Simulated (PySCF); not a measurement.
# C3H8O (Ethane, methoxy-): the cost of one run

The runs use PySCF 2.14.0, with density-fitted response routines of our own; the level of theory stands in each step. All values are computed, except where a source is named. Atoms are numbered from 0 throughout.

### 1 The starting structure

12 atoms, charge 0, multiplicity 1; geometry from: MMFF94s.

Bonds of the start (Å): C0–C1 1.52, C1–O2 1.43, O2–C3 1.42, C0–H4 1.09, C0–H5 1.10, C0–H6 1.10, C1–H7 1.10, C1–H8 1.10, C3–H9 1.09, C3–H10 1.09, C3–H11 1.09.

### 2 Geometry optimisation at PBE0-D3(BJ)/def2-SVP

Job settings and geometry (Å):

```
{"job": {"xc": "PBE0", "basis": "def2-SVP", "d3": "d3bj", "grid": 1, "kind": "geom"}, "charge": 0, "multiplicity": 1}
C      1.782649    -0.226795    -0.192097
C      0.381879     0.350630    -0.236251
O     -0.519998    -0.610652     0.306431
C     -1.859590    -0.135890     0.297371
H      2.509492     0.480782    -0.600695
H      1.834256    -1.157791    -0.766282
H      2.066845    -0.470972     0.836841
H      0.340191     1.272108     0.354868
H      0.104162     0.575127    -1.271989
H     -2.187221     0.066987    -0.726798
H     -1.950020     0.767468     0.908263
H     -2.502646    -0.911001     0.722726
```

On the command line:

```sh
$ OMP_NUM_THREADS=1 python probes_run.py task.json out
```

This one command runs all jobs of the session in turn.

Q: Estimate the wall time and peak memory of this first job on 1 thread of Arm Neoverse V2, shared host.

About 16 s, with a peak of 0.39 GiB.
